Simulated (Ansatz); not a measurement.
Input file for Ansatz (a program for electronic structure): R-RI-MP2/aug-cc-pVQZ on CH3F (SMILES CF). Files ending in .json are basis or fitting sets from the Basis Set Exchange.

Ansatz 0.2 input:
```yaml
crystal:
  periodic: [false, false, false]
  atoms:
    - {symbol: C, position_ang: [-0.63207400, 0.00000100, -0.00000000]}
    - {symbol: F, position_ang: [0.74911700, 0.00000200, -0.00000200]}
    - {symbol: H, position_ang: [-0.98318200, -0.33848900, 0.97262500]}
    - {symbol: H, position_ang: [-0.98322200, 1.01155300, -0.19317200]}
    - {symbol: H, position_ang: [-0.98320300, -0.67308400, -0.77943700]}
basis:
  gaussian:
    orbitals: aug-cc-pVQZ
    fitting: {mean_field: def2-universal-JKFIT, correlation: aug-cc-pVQZ-RIFIT.json}
magnetization: {spin_polarized: false}
correlation: {method: mp2, electrons: outside_noble_gas}
scf: {lower_state_search: off}
```

The log:

```
WARN ansatz: RAYON_NUM_THREADS=2 ignored (pool sized by the plan → 2); use --threads N
Functional definition: HF
these checks for a lower state are left out or cut short: stability, starts, cluster_reference, orbital_swaps, neighbouring_geometries, increment
integrals: 0.23 GiB planned
206 factors; integrals over basis functions are off by at most 3.9e0 eV
mean field: 0.40 GiB planned
mean field evaluation 1: about -3784.3385 eV, gradient 2.2e1 eV
mean field evaluation 2: about -3785.1316 eV, gradient 1.1e1 eV
mean field evaluation 4: about -3785.2925 eV, gradient 4.0e-1 eV
mean field -3785.29292690 eV, -139.1069492999 hartree, gradient 1.3e-6 eV, S^2 0.000000; 0 other end points of the search recorded, 0 dependent functions left out
2 core orbitals not correlated
576 factors; their error is unknown
reference -3785.29292690 eV, -139.1069492999 hartree; 7, 7 occupied and 289, 289 virtual orbitals, 576 factors
second order -12.90286343 eV of doubles, -0.00000000 eV of singles
Total energy: -3798.19579033 eV, -139.5811207852 hartree
Checks for a lower state left out: stability, starts, cluster_reference, orbital_swaps, neighbouring_geometries, increment
```

The run converged.

Cost: roughly 1.6 core-seconds.
